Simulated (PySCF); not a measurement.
Computed with PySCF 2.14.0 with B3LYP-D3(BJ)/def2-TZVP. Isolated molecules, 0 K electronic values unless said otherwise. B3LYP has the VWN-RPA correlation part, as in Gaussian. 

Reference species (SMILES): `[F]` (neutral, multiplicity 2).

The dipole moment is 0.00 D.

Changed species: `[F][GaH]` (radical fragment; the reference has radical fragment).

Problem. Predict the effect on the dipole moment.

Solution. the dipole moment increases by 2.31 D, to 2.31 D.
